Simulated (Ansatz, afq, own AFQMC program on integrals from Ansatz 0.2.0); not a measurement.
Two steps: Ansatz 0.2.0 writes the Fock matrix and Cholesky factors of the valence space, and afq projects on them the lowest state that overlaps trial and start.

```yaml
crystal:
  periodic: [false, false, false]
  atoms:
    - {symbol: Al, position_ang: [0.000000, -0.099186, 0.516486]}
    - {symbol: C, position_ang: [0.000000, 0.178054, -1.133383]}
    - {symbol: H, position_ang: [0.000000, 0.865196, 1.773778]}
    - {symbol: H, position_ang: [0.000000, -0.331784, -2.094091]}
basis:
  gaussian: {orbitals: cc-pVDZ}
magnetization: {spin_polarized: false, initial_magnetization: 1}
correlation: {method: ccsd_t, electrons: outside_noble_gas, hamiltonian_folder: ham}
```

```sh
$ ansatz run in.yaml --threads 1 --pin off --events-out ev --progress --plain --max-ram 1382MiB
```

afq runs on the folder ham with

```
--method phaseless --trial hf --walkers 120 --populations 1 --least-time 40 --time-step 0.005 --steps-per-block 20 --equilibration-blocks 112 --max-blocks 600 --target-error 0.00108 --factor-cut 1e-05 --start spin_pure --seed 7312 --taylor-order 6
```

Times are imaginary, in 1/Eh. The walk had a cap of 1011 s.

Log:

```
orbitals 36  electrons 5 4  factors 274 of 401
reference energy -280.78027760 Eh
CCSD correlation -0.21118015 Eh in 14 cycles, weight of the determinant in the CISD state 0.8503
energy of the start -280.780278 Eh
 block  time / (1/Eh)  mean weight  energy / Eh
     1     0.100  1.0010  -280.818415
     2     0.200  1.0016  -280.845613
     3     0.300  1.0005  -280.868933
     4     0.400  1.0008  -280.881250
     5     0.500  1.0015  -280.902472
     8     0.800  1.0007  -280.921065
    18     1.800  0.9998  -280.959310
    69     6.900  0.9994  -280.996394
   103    10.300  1.0030  -281.048087
   120    12.000  1.0000  -281.008553
   171    17.100  1.0012  -280.992296
   222    22.200  1.0002  -281.003495
   273    27.300  1.0002  -280.981624
   324    32.400  1.0016  -280.948677
   375    37.500  1.0007  -281.017722
   426    42.600  0.9996  -280.982351
   477    47.700  1.0000  -280.997762
   528    52.800  0.9998  -281.004597
   579    57.900  1.0006  -281.028604
   630    63.000  0.9993  -280.990203
   681    68.100  0.9994  -280.989377
   698    69.800  0.9978  -280.984089
blocks merged  error / Eh  count
     1  0.000729  600
     2  0.000974  300
     4  0.001263  150
     8  0.001600  75
    16  0.001920  37
    32  0.002049  18
    64  0.002404  9
energy -280.996312 +/- 0.002049 Eh
(rows thinned)
```

The run passed its tests (sampling time, drift between the halves within three errors, error under three times the target), which doesn't prove that it has relaxed.

Against this walk (error 55.8 meV) on the same determinant: CCSD(T) 112.4 meV lower, CCSDT(Q) 175.6 meV lower, a separate phaseless walk with a CISD trial and standard settings 135.4 ± 58.2 meV lower. The error is statistical and leaves out the bias of the constraint. CCSDT(Q) is the surest value here, so the walk's 176 meV above it is most likely the bias of the constraint with this trial, which can have either sign.

Cautions: constraint bias not in the error; error above the target (55.8 against 29.4 meV); higher spins were not checked; a spin-contaminated unrestricted determinant lies lower (UHF 791 meV lower, ⟨S²⟩ 1.49).

The walk took 3.3 min on 1 thread of Arm Neoverse V2 (shared host). The log's last line is the phaseless energy.

CCSDT and higher add their correlation energy to the determinant of the CCSD(T) run, since their own runs factorise the integrals more tightly (a shift of under 2 meV). A walk keeps the symmetry of its determinant, which the program's search chose and which needn't be the lowest solution, so a lower state of the same spin and another symmetry isn't excluded.
